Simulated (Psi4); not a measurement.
# HNC (hydrogen isocyanide), run twice

Wanted: the energy of HNC (hydrogen isocyanide), CISD/pcseg-1.

The results are computed with Psi4 1.11.

5 further runs of the same task are left out: 2 that didn't finish, 3 set aside as unsound or not needed.

**1. The molecule**

HNC: 3 atoms, total charge 0, spin state singlet. As SMILES, `[C-]#[NH+]`. The coordinates come from a GFN2-xTB relaxation.

Bond lengths: C1–N2 1.158 Å, N2–H3 0.998 Å. Angles: C1–N2–H3 180.0°.

**2. Try one**

The input, chn.xyz:

```xyz
3
CHN
C     -0.621730     0.881050    -0.240870
N      0.030280    -0.042450     0.011770
H      0.591450    -0.838600     0.229100
```

The input, calc.py:

```python
import psi4

psi4.set_memory(1600000000)
psi4.set_num_threads(1)
psi4.core.set_output_file('run.log', False)

with open('chn.xyz') as f:
    atoms = ''.join(f.readlines()[2:])
mol = psi4.geometry('0 1\n' + atoms + '')

psi4.set_options({
    'scf_type': 'pk',
    'diis': False,
    'scf_initial_accelerator': 'none',
    'guess': 'core',
    'maxiter': 50,
})

e = psi4.energy('cisd/pcseg-1', molecule=mol)
print(f'cisd/pcseg-1 energy: {e:.10f} Eh')
```

Command:

```sh
$ python calc.py
```

run.log:

```text
=> Loading Basis Set <=

    Name: PCSEG-1
    Role: ORBITAL
    Keyword: BASIS

         ---------------------------------------------------------
                                   SCF
                              RHF Reference
                        1 Threads,   1525 MiB Core
         ---------------------------------------------------------

  ==> Geometry <==

    Molecular point group: cs
    Full point group: Cs

    Geometry (in Angstrom), charge = 0, multiplicity = 1:

       Center              X                  Y                   Z               Mass
    ------------   -----------------  -----------------  -----------------  -----------------
         C           -0.408995533417     0.544475282850     0.000000000000    12.000000000000
         N            0.286757811712    -0.381658369730     0.000000000000    14.003074004430
         H            0.885526270640    -1.180078843474     0.000000000000     1.007825032230

  Running in cs symmetry.

  Rotational constants: A = 31674500.89108  B =      1.53954  C =      1.53954 [cm^-1]
  Rotational constants: A = 949577647806.02185  B =  46154.39523  C =  46154.39298 [MHz]
  Nuclear repulsion =   24.371096219078090

  Charge       = 0
  Multiplicity = 1
  Electrons    = 14
  Nalpha       = 7
  Nbeta        = 7

  ==> Algorithm <==

  SCF Algorithm Type is PK.
  DIIS disabled.
  MOM disabled.
  Fractional occupation disabled.
  Guess Type is CORE.
  Energy threshold   = 1.00e-08
  Density threshold  = 1.00e-08
  Integral threshold = 1.00e-12

  ==> Primary Basis <==

  Basis Set: PCSEG-1
    Blend: PCSEG-1
    Number of shells: 15
    Number of basis functions: 33
    Number of Cartesian functions: 35
    Spherical Harmonics?: true
    Max angular momentum: 2

  ==> Integral Setup <==

  Using in-core PK algorithm.
   Calculation information:
      Number of atoms:                   3
      Number of AO shells:              15
      Number of primitives:             31
      Number of atomic orbitals:        35
      Number of basis functions:        33

      Integral cutoff                 1.00e-12
      Number of threads:                 1

  Performing in-core PK
  Using 315282 doubles for integral storage.
  We computed 7260 shell quartets total.
  Whereas there are 7260 unique shell quartets.

  ==> DiskJK: Disk-Based J/K Matrices <==

    J tasked:                  Yes
    K tasked:                  Yes
    wK tasked:                  No
    Memory [MiB]:             1144
    Schwarz Cutoff:          1E-12

  Minimum eigenvalue in the overlap matrix is 8.9446287033E-03.
  Reciprocal condition number of the overlap matrix is 2.3500887774E-03.
    Using symmetric orthogonalization.

  ==> Pre-Iterations <==

  SCF Guess: Core (One-Electron) Hamiltonian.

   -------------------------------------------------------
    Irrep   Nso     Nmo     Nalpha   Nbeta   Ndocc  Nsocc
   -------------------------------------------------------
     A'        24      24       6       6       6       0
     A"         9       9       1       1       1       0
   -------------------------------------------------------
    Total      33      33       7       7       7       0
   -------------------------------------------------------

  ==> Iterations <==

                        Total Energy        Delta E     RMS |[F,P]|

   @RHF iter   1:   -81.56157573465246   -8.15616e+01   1.28331e-01
   @RHF iter   2:   -84.94514139867445   -3.38357e+00   1.06478e-01
   @RHF iter   3:   -85.89342243855444   -9.48281e-01   1.21238e-01
   @RHF iter   4:   -81.35836182089206    4.53506e+00   1.24948e-01
   @RHF iter   5:   -84.55852880154225   -3.20017e+00   1.29974e-01
   @RHF iter   6:   -81.04241017680661    3.51612e+00   1.24877e-01
   @RHF iter   7:   -84.49383541334316   -3.45143e+00   1.30477e-01
   @RHF iter   8:   -81.02690511177646    3.46693e+00   1.24835e-01
   @RHF iter   9:   -84.49056218337716   -3.46366e+00   1.30502e-01
   @RHF iter  10:   -81.02613897515367    3.46442e+00   1.24832e-01
[... 36 lines of this table left out ...]
   @RHF iter  47:   -84.49039044277956   -3.46429e+00   1.30503e-01
   @RHF iter  48:   -81.02610068803301    3.46429e+00   1.24832e-01
   @RHF iter  49:   -84.49039044277959   -3.46429e+00   1.30503e-01
   @RHF iter  50:   -81.02610068803303    3.46429e+00   1.24832e-01

PsiException: Could not converge SCF iterations in 50 iterations.

  Failed to converge.
```

The script printed:

```text
Traceback (most recent call last):
  File "calc.py", line 19, in <module>
    e = psi4.energy('cisd/pcseg-1', molecule=mol)
psi4.driver.p4util.exceptions.SCFConvergenceError: Could not converge SCF iterations in 50 iterations.
```

Wall time 1.2 s (1 thread of AMD EPYC 7B13 (Zen 3), shared host); peak memory 0.14 GiB.

**3. Diagnosis**

No converged result was reached.

The telling line is `psi4.driver.p4util.exceptions.SCFConvergenceError: Could not converge SCF iterations in 50 iterations.`. The fault: the convergence aids are set badly. The sound input differs in these keys, not all of which need be the cause: diis at its default in place of no; scf initial accelerator at its default in place of none; starting guess at its default in place of core.

**4. Second attempt**

chn.xyz is that of step 2.

The input, calc.py:

```python
import psi4

psi4.set_memory('1600 MB')
psi4.set_num_threads(1)
psi4.set_output_file('chn.out', False)

with open('chn.xyz') as f:
    atoms = ''.join(f.readlines()[2:])
mol = psi4.geometry('0 1\n' + atoms + '')

psi4.set_options(dict(scf_type='pk'))

e = psi4.energy("cisd/pcseg-1", molecule=mol)
print(f'total energy {e:.8f} hartree = {e * 27.211386:.5f} eV')
```

Command:

```sh
$ python calc.py
```

chn.out:

```text
[...]
  Running in cs symmetry.
[...]
  Nuclear repulsion =   24.371096219078090
[...]
  Multiplicity = 1
[...]
  Nalpha       = 7
  Nbeta        = 7
[...]
    Number of basis functions: 33
[...]
   @RHF iter   1:   -92.81153408873917   -8.31895e-01   8.86392e-03 ADIIS/DIIS
[...]
   @RHF iter  10:   -92.83702380973806   -1.27898e-13   2.25853e-09 DIIS
[...]
    Orbital Energies [Eh]
    ---------------------
    Doubly Occupied:
       1Ap   -15.594016     2Ap   -11.288152     3Ap    -1.274063
       4Ap    -0.877615     5Ap    -0.524274     1App   -0.524274
       6Ap    -0.489562
[...]
  @RHF Final Energy:   -92.83702380973806
   => Energetics <=
    Nuclear Repulsion Energy =             24.3710962190780904
    One-Electron Energy =                -173.2723305997987495
    Two-Electron Energy =                  56.0642105709826097
    Total Energy =                        -92.8370238097380565
[...]
 Multipole Moments:
 ------------------------------------------------------------------------------------
     Multipole            Electronic (a.u.)      Nuclear  (a.u.)        Total (a.u.)
 ------------------------------------------------------------------------------------
 L = 1.  Multiply by 2.5417464519 to convert [e a0] to [Debye]
 Dipole X            :         -0.1732963            0.8293210            0.6560247
 Dipole Y            :          0.2306943           -1.1051794           -0.8744851
 Dipole Z            :          0.0000000            0.0000000            0.0000000
 Magnitude           :                                                    1.0932029
[...]
      * SCS-MP2 total energy:                  -93.108776900380
[...]
      * MP2 total energy:                      -93.114540932710
[...]
      * CISD total energy:                     -93.106948103608
[...]
```

On the terminal:

```text
total energy -93.10694810 hartree = -2533.56910 eV
```

Run time: 2.2 s. Hardware: 1 thread of AMD EPYC 7B13 (Zen 3), shared host; peak memory 0.18 GiB.

**5. Summary of results**

At CISD/pcseg-1:

```
                             quantity         value
                         total energy  -93.10695 Eh
  HOMO energy (Hartree–Fock orbitals)     -13.32 eV
  LUMO energy (Hartree–Fock orbitals)       4.12 eV
HOMO–LUMO gap (Hartree–Fock orbitals)      17.44 eV
                   correlation energy    -269.9 mEh
```
